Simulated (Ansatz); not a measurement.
The input, for Ansatz 0.2.0:

```yaml
crystal:
  periodic: [false, false, false]
  atoms:
    - {symbol: B, position_ang: [0.000000, -0.102494, 1.548031]}
    - {symbol: Al, position_ang: [0.000000, 0.133111, -0.515218]}
    - {symbol: H, position_ang: [0.000000, -2.463929, -2.812057]}
basis:
  gaussian: {orbitals: 6-31G}
magnetization: {spin_polarized: false, initial_magnetization: 1}
correlation: {method: fci, electrons: outside_noble_gas}
```

```sh
$ ansatz run in.yaml --threads 1 --pin off --events-out ev --progress --plain --max-ram 2393MiB
```

Output:

```
499 factors; integrals over basis functions are off by at most 1.6e-7 eV
mean field evaluation 1: about -7256.6877 eV, gradient 1.5e1 eV
mean field evaluation 2: about -7256.6886 eV, gradient 1.5e1 eV
mean field evaluation 4: about -7259.0352 eV, gradient 1.1e1 eV
mean field evaluation 8: about -7261.0019 eV, gradient 3.3e0 eV
mean field evaluation 16: about -7261.1236 eV, gradient 2.0e-6 eV
mean field evaluation 32: about -7261.3129 eV, gradient 4.1e-2 eV
mean field evaluation 64: about -7261.1148 eV, gradient 3.9e0 eV
mean field evaluation 96: about -7260.1044 eV, gradient 5.9e-3 eV
mean field evaluation 128: about -7260.1041 eV, gradient 9.6e-2 eV
mean field evaluation 160: about -7261.2527 eV, gradient 1.2e0 eV
mean field evaluation 192: about -7261.1236 eV, gradient 1.8e-5 eV
mean field evaluation 224: about -7259.2447 eV, gradient 4.3e0 eV
mean field evaluation 256: about -7261.1236 eV, gradient 3.3e-4 eV
mean field -7261.31293910 eV, -266.8483286172 hartree, gradient 2.8e-6 eV, S^2 0.750000; 18 other end points of the search recorded, 0 dependent functions left out
mean field evaluation 288: about -7263.0680 eV, gradient 1.2e-2 eV
determinant -7261.31293910 eV, -266.8483286172 hartree, with singles and doubles -7263.97221825 eV, -266.9460553234 hartree
determinant -7261.28164843 eV, -266.8471787063 hartree, with singles and doubles -7263.89065503 eV, -266.9430579304 hartree
determinant -7261.12356087 eV, -266.8413690957 hartree, with singles and doubles -7264.48832998 eV, -266.9650220796 hartree
determinant -7260.10440721 eV, -266.8039158894 hartree, with singles and doubles -7264.32556850 eV, -266.9590407058 hartree
determinant -7259.96147890 eV, -266.7986633710 hartree, with singles and doubles -7264.42408562 eV, -266.9626611431 hartree
determinant -7261.31293910 eV, -266.8483286172 hartree, with no singles and doubles
determinant -7261.12356087 eV, -266.8413690957 hartree, with singles and doubles -7264.48850472 eV, -266.9650285014 hartree
determinant -7260.10440721 eV, -266.8039158894 hartree, with singles and doubles -7264.97087250 eV, -266.9827551903 hartree
determinant -7259.96147890 eV, -266.7986633710 hartree, with singles and doubles -7265.11891854 eV, -266.9881957819 hartree
unrestricted determinant -7263.06801343 eV, -266.9128264091 hartree, S^2 2.1436
6 core orbitals not correlated: weight in the atoms' cores, before any rotation towards them, 1.000 or more for the frozen orbitals, at most 0.000 for the correlated occupied ones
reference -7261.31293910 eV, -266.8483286172 hartree; 4, 3 occupied and 14, 15 virtual orbitals, 499 factors
state -7265.44178781 eV, -267.0000610086 hartree
6 core orbitals not correlated: weight in the atoms' cores, before any rotation towards them, 1.000 or more for the frozen orbitals, at most 0.000 for the correlated occupied ones
state -7265.44388495 eV, -267.0001380772 hartree
Total energy: -7265.44388495 eV, -267.0001380772 hartree
```

Ran on 1 thread of Arm Neoverse V2, shared host: 55 s wall, 0.29 GiB peak host memory.
